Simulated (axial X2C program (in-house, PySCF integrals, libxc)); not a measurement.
## NO⁺: computed against measured constants

Computed with an axial X2C code built on PySCF integrals. Spin-free means the one-electron spin-free X2C Hamiltonian; two-component (2c) means X2C with spin–orbit coupling and atomic mean-field two-electron Coulomb and Gaunt terms, so the difference of the two also holds small scalar two-electron terms. Basis: O dyall-av3z [7s6p3d2f], N dyall-av3z [7s7p3d2f] (cores contracted in-house); Gaussian nuclei, density fitting, unrestricted open shells. Masses: O 15.995 u, N 14.003 u.

```
Hamiltonian    level  Re (Å)  ωe (cm⁻¹)  ωexe (cm⁻¹)  De (eV)
  spin-free     PBE0   1.054     2523.9         13.6    10.92
  spin-free       HF   1.026     2839.8         12.1     5.41
  spin-free      MP2   1.082     2158.4           22    11.14
  spin-free     CCSD   1.060     2464.6         14.2    10.12
  spin-free  CCSD(T)   1.068     2357.4           16    10.55
  spin-free    B3LYP   1.057     2477.8         14.2    11.16
         2c     PBE0   1.054     2524.1         13.6    10.93
         2c       HF   1.026     2839.9         12.1     5.42
         2c     CCSD   1.060     2465.1         14.2    10.12
         2c  CCSD(T)   1.068     2357.7           16    10.55
         2c    B3LYP   1.057     2478.0         14.2    11.16
```

De refers to O+ + N.

Correlated methods: 10 electrons correlated (number of frozen shells: O 1 s; N 1 s), 198 virtual spin orbitals or spinors in MP2, 90 natural virtuals in coupled cluster.

Measured (Huber and Herzberg, Constants of Diatomic Molecules, 1979; state 1Σ+): Re (Å) 1.06322, ωe (cm⁻¹) 2376.42, ωexe (cm⁻¹) 16.262.

Question: Work out the error of each level, computed minus measured.

Answer: 

```
Hamiltonian    level  Re (Å)  ωe (cm⁻¹)  ωexe (cm⁻¹)
  spin-free     PBE0  -0.009      147.5        -2.66
  spin-free       HF  -0.037      463.4        -4.16
  spin-free      MP2   0.019     -218.0         5.74
  spin-free     CCSD  -0.003       88.2        -2.06
  spin-free  CCSD(T)   0.005      -19.0        -0.26
  spin-free    B3LYP  -0.006      101.4        -2.06
         2c     PBE0  -0.009      147.7        -2.66
         2c       HF  -0.037      463.5        -4.16
         2c     CCSD  -0.003       88.7        -2.06
         2c  CCSD(T)   0.005      -18.7        -0.26
         2c    B3LYP  -0.006      101.6        -2.06
```

The state is one determinant whose occupation by symmetry is held fixed; it was picked as the lowest of a PBE0 search that is not exhaustive. The closed shell is kept restricted, so the energy runs too high when the bond is stretched far. De is counted from the lowest determinant-based energies of the atoms at the same level, without counterpoise correction. CCSD and (T) use frozen natural virtuals with an MP2 correction for the truncation; (T) itself is uncorrected, so its De runs slightly low.
